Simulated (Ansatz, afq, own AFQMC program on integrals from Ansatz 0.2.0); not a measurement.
**AuSiH3, singlet in def2-SVP, levels against CCSDT(Q)**

```xyz
5

Au   -0.2818    0.0018    0.0016
Si    1.7412   -0.0112   -0.0098
H     2.1781   -1.2507   -0.0077
H     2.1960    0.6081    1.0564
H     2.1840    0.6004   -1.0855
```

Connectivity, by distances: Au–SiH3.

Basis def2-SVP with its core potentials. Only valence electrons are correlated. Ansatz 0.2.0 and our own AFQMC program on the same integrals; the CISD trial comes from CCSD amplitudes, and released means the phaseless constraint is let go. Error bars are statistical, one sigma. No spin–orbit coupling. The metal's outer-core s and p shells are frozen, which shifts wave-function levels against functionals.

Determinant: RHF, the one that the program's search chose, which needn't be the lowest solution. The geometry is a point of a scan.

No full CI on the walks' own integrals is used here; CCSDT(Q) serves as the reference and is uncertain by about the last step of the cluster series.

Cautions: no spin-orbit coupling; outer-core shells of the metal frozen; higher spins were not checked.

```
T1 diagnostic                               : 0.0170
weight of the determinant in the CISD state : 0.856
size of the correlated space                : 18 electrons in 56 orbitals
```

```csv
level,correlation energy (eV)
MP2,-11.3069
CCSD,-11.2452
CCSD(T),-11.5130
```

Estimate where phaseless AFQMC with a CISD trial lies against CCSD(T) on the same integrals.

0.42 ± 0.17 mEh below CCSD(T).

Reference: CCSDT(Q), correlation energy -11.531 eV. The released energy is read at 1.80 1/Eh, later times being too noisy (meV from the phaseless value at times in 1/Eh: -6 ± 4 at 0.24, 1 ± 6 at 0.60, -13 ± 7 at 1.20, -12 ± 8 at 1.80, -5 ± 12 at 2.60).

| level | E − E(reference) (mEh) | share of correlation (%) |
| --- | --- | --- |
| CCSD(T) | 0.66 | 99.84 |
| CCSDT | 0.58 | 99.86 |
| ph-AFQMC/CISD | 0.24 ± 0.17 | 99.94 |
| released AFQMC | -0.20 ± 0.31 | 100.05 |

A walk keeps the symmetry of its determinant, which the program's search chose and which needn't be the lowest solution, so a lower state of the same spin and another symmetry isn't excluded. Released energies are given only where the last usable release times agree within the noise; a slower fall can still hide under it.
